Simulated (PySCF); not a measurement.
N2, SMILES N#N. Geometry optimised at PBE0-D3(BJ)/def2-TZVPD.

TDA-M06-2X/def2-TZVPD (PySCF) puts the lowest singlet excitations at 8.82, 9.37, 9.37, 10.26, 10.26, 13.13 eV and the lowest triplet (TDA) at 7.93 eV.

Question: What are the lowest singlet roots from EOM-CCSD/aug-cc-pVDZ in PySCF 2.14.0? (The exact figures need the calculation; the answer reports its results.)

Answer: 9.65, 9.65, 10.42, 10.83, 10.83, 13.27 eV; triplets 7.92, 8.27, 8.27 eV. S1 differs by 0.83 eV (second minus first; roots are paired by order, and the bases may differ).
